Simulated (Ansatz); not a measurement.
Basis sets compared for the cluster B3H3⁻ (the lowest doublet isomer of a short search). Total charge -1; doublet. Geometry r2SCAN-D4/def2-TZVPD. Ansatz on 4 threads of Arm Neoverse V1 on a shared host; times are rough, and most runs start from earlier orbitals.

```tsv
atom	x (Å)	y (Å)	z (Å)
B1	0.032	-0.690	-0.608
B2	-0.898	0.403	-0.014
B3	0.523	0.441	0.613
H4	0.728	-1.541	-1.081
H5	-1.995	0.893	-0.023
H6	1.609	0.494	1.113
```

At PBE-D4/def2-SVPD, PBE-D4/def2-TZVPD the highest occupied level of the charge -1 doublet lies above zero (up to 0.91 eV). By energy differences its removal costs 2.07 eV (vertical, to the charge 0 singlet, at CCSD(T)/def2-TZVPPD). The structure comes from a short search, and lower isomers may exist.

```csv
level,functions,energy (Eh),HOMO (eV),LUMO (eV),wall time
PBE-D4/def2-SVPD,84,-76.0975,0.91,2.14,0.76 s
PBE0-D4/def2-SVPD,84,-76.1156,-0.18,3.10,0.8 s
```

Question: Estimate the rows for PBE-D4/def2-TZVPD (with forces), PBE0-D4/def2-TZVPD.

Answer: 
```tsv
level	functions	energy (Eh)	HOMO (eV)	LUMO (eV)	wall time
PBE-D4/def2-TZVPD (with forces)	138	-76.1795	0.81	2.04	1.5 s
PBE0-D4/def2-TZVPD	138	-76.1962	-0.26	3.00	1.6 s
```
